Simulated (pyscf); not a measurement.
Single points on ωB97X-D3(BJ)/def2-SVP structures (PySCF, gas phase).

Task: `[NH2][SiH2][NH2]` + `[H]` [doublet] -> `[NH2][SiH][NH2]` [doublet] + `[H][H]`
Surface: doublet. Broken: H–Si. Formed: H–H. Give ΔE‡ and ΔE from ωB97M-D3(BJ)/def2-TZVP, relative to the separated reactants.

Result: ΔE‡ = 17.5 kJ/mol, ΔE = -39.6 kJ/mol. Zero-point energy shifts the barrier by -3.5 kJ/mol. It is a hydrogen abstraction, with an imaginary mode of 802i cm⁻¹. One saddle was located; it need not be the lowest between these sides. The angle at the transferred H is 171°.
